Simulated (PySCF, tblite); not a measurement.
**BH₃F−, a complex of two parts as drawn: NMR shifts, interaction energy, infrared bands, spin-spin couplings and core binding energies**

An exercise on one series of results from a longer session: the logs are not shown, and one member is left open.

Programs: tblite 0.8.0 and PySCF 2.14.0. All values are calculated, for the isolated system unless a continuum is named. Atoms count from 0, parts from 1.

## The system as given

5 atoms, charge -1, multiplicity 1; geometry: rigid parts in contact. Parts: 1 = atoms 0–3, `B`, charge 0; 2 = atom 4, `[F-]`, charge -1.

Set-up of the first run:

Job settings and geometry (Å):

```
{"job": {"kind": "dock", "xc": "GFN2-xTB", "basis": "xTB"}, "charge": -1, "multiplicity": 1, "parts": [{"atoms": "0-3", "charge": 0, "multiplicity": 1}, {"atoms": "4-4", "charge": -1, "multiplicity": 1}]}
B     -0.000167     0.000020     0.000170
H     -0.836505    -0.810052    -0.007059
H     -0.283090     1.129682     0.000244
H      1.119762    -0.319649     0.006646
F      0.966408    -0.412948    -2.301323
```

Method: GFN2-xTB search for minima from random contacts, gas phase.

Started as:

```sh
$ OMP_NUM_THREADS=1 python cluster_run.py task.json out
```

The driver reads the jobs from task.json and runs them one after another.

Among the steps run: Search for minima with GFN2-xTB; Optimising the geometry at PBE0-D3(BJ)/def2-TZVPD; Shielding tensors: PBE0/aug-pcSseg-2; Coupled-cluster interaction energy: CCSD(T) and MP2.

One of the session's tables, all rows but one given; the rest of the session is left out.

It belongs to the step «Coupled-cluster interaction energy: CCSD(T) and MP2». 

```
                 method  interaction energy (kcal/mol)
         HF/aug-cc-pVDZ                         -85.05
        MP2/aug-cc-pVDZ                         -82.97
       CCSD/aug-cc-pVDZ                              ?
    CCSD(T)/aug-cc-pVDZ                         -83.23
         HF/aug-cc-pVQZ                         -90.29
        MP2/aug-cc-pVQZ                         -90.45
    SCS-MP2/aug-cc-pVQZ                         -88.81
      MP2, extrapolated                         -90.92
CCSD(T), limit estimate                         -91.18
```

**Question.** Estimate the row for CCSD/aug-cc-pVDZ.

As computed: interaction energy (kcal/mol): -83.44. In the column «interaction energy (kcal/mol)» it lies between HF/aug-cc-pVDZ (-85.05) and CCSD(T)/aug-cc-pVDZ (-83.23).

At this geometry B0 and F4 of different parts are bonded (1.46 Å), so this energy is mostly that of cutting a chemical bond between strained fragments, not an intermolecular interaction.

Limits of these values: The interaction energy leaves out the deformation of the parts, 25.68 kcal/mol at MP2. So large a deformation means that a part is far from its own minimum, so a sum across the two methods would be rough.
